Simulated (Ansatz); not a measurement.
**Relative stability**

Two relaxed structures of CH$_{4}$Al (charge -1), closed shell (PBE0-D4/def2-TZVPD; forces vanish, vibrations not checked).

A:

C1  (-0.110, -1.012, 0.029)
Al2  (0.088, 0.813, -0.023)
H3  (-0.324, -1.631, -0.846)
H4  (-0.029, -1.611, 0.939)
H5  (-0.033, 1.707, -1.382)
H6  (0.408, 1.734, 1.284)
(Å)

B:

C1  (0.045, -0.843, 0.068)
Al2  (-0.524, 1.125, -0.080)
H3  (-0.306, -1.476, -0.755)
H4  (-0.329, -1.273, 1.011)
H5  (1.143, -0.915, 0.108)
H6  (0.236, 1.619, 1.361)
(Å)

Computed with Ansatz 0.2.0 (basis: def2-TZVPPD); correlated methods freeze the cores. B3LYP uses VWN-RPA correlation.

Question: Which structure is lower at CCSD(T), and by how much? (An estimate is asked for; the value comes from the calculation.)

Answer: By the calculation: B, by 9.1 kJ/mol (electronic energy, against the other). By their contacts, A is CH₄Al ([CH2][AlH2]), total charge -1 and B is CH₄Al ([CH3][AlH]), total charge -1.

Question: Do the other methods give the same order? (Judge from chemistry; the calculation decides.)

Answer: Computed: Not all: MP2 gives the other order.

| method | E(B) − E(A) (kJ/mol) |
| --- | --- |
| PBE-D4 | -10.0 |
| r2SCAN-D4 | -0.7 |
| PBE0-D4 | -15.5 |
| B3LYP-D4 | -7.2 |
| wB97M-V | -9.6 |
| HF | -24.1 |
| MP2 | 1.9 |
| CCSD | -14.4 |
| CCSD(T) | -9.1 |

The T1 diagnostic stays at or below 0.016. The restricted Hartree–Fock reference is unstable towards an unrestricted one at one or more of these structures.

Labels in which every atom is bracketed show which atoms are joined, not bond orders.

For scale, one of the runs: CCSD(T)/def2-TZVPPD, 153 basis functions, launched by `ansatz run in.yaml --threads 2 --pin off --events-out ev --progress --plain --max-ram 4352MiB`. The run took 17 s on 2 CPU threads of an Intel Xeon (shared host), with 0.96 GiB of host memory at its peak.
